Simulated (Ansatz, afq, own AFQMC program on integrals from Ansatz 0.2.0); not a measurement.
AFQMC on a folder of integrals that Ansatz 0.2.0 wrote.

```yaml
crystal:
  periodic: [false, false, false]
  atoms:
    - {symbol: B, position_ang: [0.000000, 0.000000, 0.000000]}
    - {symbol: H, position_ang: [0.821491, 1.609553, 1.605903]}
    - {symbol: H, position_ang: [-0.840592, -1.600042, 1.605523]}
    - {symbol: H, position_ang: [-0.817781, 1.601929, -1.615392]}
    - {symbol: H, position_ang: [0.836881, -1.611440, -1.596034]}
basis:
  gaussian: {orbitals: 6-31G}
magnetization: {spin_polarized: false, initial_magnetization: 1}
correlation: {method: ccsd_t, electrons: outside_noble_gas, hamiltonian_folder: ham}
```

```sh
$ ansatz run in.yaml --threads 1 --pin off --events-out ev --progress --plain --max-ram 24576MiB --backend cuda --devices 0, --max-vram 18GiB
```

afq runs on the folder ham with

```
--method phaseless --trial cisd --walkers 4000 --populations 20 --least-time 60 --time-step 0.005 --steps-per-block 50 --equilibration-blocks 40 --max-blocks 4000 --target-error 0.00032 --factor-cut 1e-05 --start spin_pure --seed 2894 --release-times 0.24,0.51,0.99,1.62,2.4 --release-step 0.03 --release-every 3 --taylor-order 6
```

Times are imaginary, in 1/Eh. The walk had a cap of 122 s. With eight or more populations the least sampling time is a fifth of least-time, and the error comes from their spread.

Output of the walk:

```
orbitals 16  electrons 4 3  factors 88 of 254
reference energy -26.32438261 Eh
CCSD correlation -0.25044963 Eh in 32 cycles, weight of the determinant in the CISD state 0.4720
energy of the start -26.574828 Eh
 block  time / (1/Eh)  mean weight  energy / Eh
     1     0.250  1.0000  -26.569195
     2     0.500  1.0000  -26.566557
     3     0.750  1.0000  -26.565645
     4     1.000  0.9999  -26.565517
     5     1.250  0.9999  -26.566122
    10     2.500  0.9999  -26.573064
    25     6.250  0.9998  -26.583278
    31     7.750  1.0001  -26.589091
    40    10.000  1.0000  -26.584631
    55    13.750  0.9998  -26.583944
    70    17.500  1.0003  -26.585115
    85    21.250  1.0002  -26.583695
   100    25.000  1.0000  -26.575322
   115    28.750  0.9996  -26.578472
   130    32.500  0.9996  -26.582656
error from the spread of 20 populations
released: time / (1/Eh)  energy / Eh  error  mean overlap
  0.24  -26.583398  0.000329  0.9991
  0.51  -26.584971  0.000335  0.9994
  0.99  -26.586873  0.000285  1.0019
  1.62  -26.589271  0.000357  1.0054
  2.40  -26.591265  0.000469  1.0126
energy -26.581940 +/- 0.000311 Eh
(rows thinned)
```

The run passed its tests (sampling time, drift between the halves within three errors, error under three times the target), which doesn't prove that it has relaxed. The second half of the sampling lies above the first by 2.5 errors of their difference, so the energy may still be moving and its error bar be too small.

Against this walk (error 8.5 meV) on the same determinant: CCSD(T) 368.0 meV lower, CCSDT(Q) 591.2 meV lower, CCSDTQ 561.5 meV lower, full CI 556.0 meV lower. The error is statistical and leaves out the bias of the constraint. The released energies are still falling (meV from the phaseless value at times in 1/Eh: -40 ± 9 at 0.24, -82 ± 9 at 0.51, -134 ± 8 at 0.99, -199 ± 10 at 1.62, -254 ± 13 at 2.40), so they give no level; they do show a bias of the constraint, and the last of them that isn't too noisy lies 302 meV above full CI. Full CI is exact here, so the walk's 556 meV above it is the walk's own error: the bias of the constraint with this trial, or a walk that hasn't relaxed. The determinant is a poor start (see the cautions), so the low cluster orders aren't to be relied on, and full CI is the sure value.

Cautions: constraint bias not in the error; amplitudes from another CCSD root; a spin-contaminated unrestricted determinant lies lower (UHF 5.45 eV lower, ⟨S²⟩ 2.53); the search met a lower determinant of the same kind, perhaps of another symmetry (981 meV lower), and this one is a saddle point; strong correlation (T1 0.192, weight of the determinant 0.47, largest double 0.27); (T) is large, 8 % of the CCSD correlation; (Q) is large, 115 meV, so the cluster series hasn't closed; CCSD(T) is in doubt: in a space of 7 electrons in 8 natural orbitals full CI lies 214 meV below it; the CCSDT(Q) amplitudes may be one of several solutions (largest double 0.38); the CCSDTQ amplitudes may be one of several solutions (largest double 0.47); trial from another cluster root.

The walk took 57 s on 1 × NVIDIA H100 80GB HBM3 with 2 threads of AMD EPYC 7R13 Processor (Zen 3), with other jobs on the host (the card was shared). The log's last line is the phaseless energy.

CCSDT and higher add their correlation energy to the determinant of the CCSD(T) run, since their own runs factorise the integrals more tightly (a shift of under 2 meV).
